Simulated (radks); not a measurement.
**Cl²⁺ in [Ne] 3s2 3p3: an all-electron calculation**

The task here is to estimate one member of a computed series from the others.

Method: scalar-relativistic Kohn-Sham, PBE, spin-polarised, spherical densities, finite nucleus; open shells are filled with parallel spins first. Code: radks (a radial shooting solver on a logarithmic mesh, Libxc functionals) version 1.

## The system

```
element            : chlorine (Z = 17)
charge             : +2
electrons          : 15
configuration      : [Ne] 3s2 3p3
nuclear rms radius : 3.3654 fm
```

The outer shells:

Cl²⁺
```
[Ne] core
3s [↑↓]
3p [↑ ][↑ ][↑ ]
```

The first run:

Input:

```text
Z 17
configuration [Ne] 3s2 3p3
relativity scalar-relativistic
functional pbe,pbe
spin polarised
nucleus finite rms 3.3654 fm
c 137.035999084
```

Launch:

```sh
$ python run_ks.py task.json out
```

The same process makes all the runs of this session.

Among the steps run: Self-consistent calculation.

One of the session's tables, all rows but one given; the rest of the session is left out.

It belongs to the step «Radial structure». From the orbitals of this run (lengths in bohr):

| level | <r> | outermost maximum (interpolated) | 90 % within | nodes |
| --- | --- | --- | --- | --- |
| 1s up | 0.09097 | 0.0595 | 0.163 | 0 |
| 1s down | 0.09096 | 0.0595 | 0.162 | 0 |
| 2s up | 0.4439 | 0.361 | 0.694 | 1 |
| 2s down | 0.4437 | 0.362 | 0.694 | 1 |
| 2p up | 0.4064 | 0.301 | 0.675 | 0 |
| 2p down | ? | ? | ? | ? |
| 3s up | 1.437 | 1.25 | 2.14 | 2 |
| 3s down | 1.448 | 1.24 | 2.17 | 2 |
| 3p up | 1.588 | 1.35 | 2.42 | 1 |
| 3p down | 1.623 | 1.35 | 2.50 | 1 |

Q: Estimate the row for 2p down from the others.

As computed: <r>: 0.4062; outermost maximum (interpolated): 0.302; 90 % within: 0.674; nodes: 0. In the column «<r>» it lies between 1s up (0.09097) and 2p up (0.4064).

To keep in mind: Open shells are spherical and high-spin; term and fine-structure splittings are not resolved.
